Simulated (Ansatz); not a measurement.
`CC/C=C\CC` and `CC/C=C\Cl` differ in one atom or group.

Ansatz, PBE0-D4/def2-TZVP geometries, multiplicity 1. Each molecule was computed in one conformer, which needn't be the lowest.

```
                                          property  `CC/C=C\CC`
               HOMO energy (B3LYP/def2-TZVPP) / eV        -6.71
           HOMO–LUMO gap (ωB97M-V/def2-TZVPP) / eV        11.58
                LUMO energy (PBE0/def2-TZVPP) / eV         0.58
size of the dipole moment (ωB97M-V/def2-TZVPP) / D         0.30
               LUMO energy (B3LYP/def2-TZVPP) / eV         0.33
  size of the dipole moment (B3LYP/def2-TZVPP) / D         0.30
```

**Question.** What does the change do to each property? (Estimate.)

**Answer.** The calculation gave: 
```json
{"property": "HOMO energy (B3LYP/def2-TZVPP) / eV", "`CC/C=C\\Cl`": "-6.92", "shift": "-0.21"}
{"property": "HOMO–LUMO gap (ωB97M-V/def2-TZVPP) / eV", "`CC/C=C\\Cl`": "11.45", "shift": "-0.13"}
{"property": "LUMO energy (PBE0/def2-TZVPP) / eV", "`CC/C=C\\Cl`": "0.06", "shift": "-0.52"}
{"property": "size of the dipole moment (ωB97M-V/def2-TZVPP) / D", "`CC/C=C\\Cl`": "1.55", "shift": "1.25"}
{"property": "LUMO energy (B3LYP/def2-TZVPP) / eV", "`CC/C=C\\Cl`": "-0.17", "shift": "-0.50"}
{"property": "size of the dipole moment (B3LYP/def2-TZVPP) / D", "`CC/C=C\\Cl`": "1.54", "shift": "1.24"}
```

With PBE0 the HOMO falls by 0.23 eV and the LUMO falls by 0.52 eV, so the gap narrows by about 0.29 eV. PBE moves the HOMO by -0.18 eV and ωB97M-V by -0.17 eV. Dipoles are sizes alone; their direction can turn.

B3LYP here is the variant with VWN-RPA as its local correlation; programs differ in this.
